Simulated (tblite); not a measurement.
Isomers of CHNS. Method: GFN2-xTB as coded in tblite; computed harmonic values from a numerical Hessian at the method's own geometry, unscaled. Against measured fundamentals such values can be off by several per cent, at times by over 20. Modes of hydrogen on sulfur can be 10 to 20 % off. One conformer each.

Electronic energies: GFN2-xTB at the same geometries; isomer energies are rough at this level and their order can be wrong.

| SMILES | electronic energy, lowest = 0 (kJ/mol) |
| --- | --- |
| [C-]#[N+]S | 183.8 |
| C#[N+][S-] | 84.3 |
| N=C=S | 0.0 |

How do GFN2-xTB zero-point energies change the relative energies?

```tsv
SMILES	ZPE (kJ/mol)	of it from modes above 1550 cm⁻¹	electronic (kJ/mol)	with ZPE, lowest = 0 (kJ/mol)	lowest mode (cm⁻¹)	rings
N=C=S	48.6	34.3	0.0	0.0	380	0
C#[N+][S-]	45.6	33.6	84.3	81.3	155	0
[C-]#[N+]S	39.8	26.7	183.8	175.1	304	0
```

The zero-point energies span 8.8 kJ/mol, from `[C-]#[N+]S` to `N=C=S`. The order is unchanged.
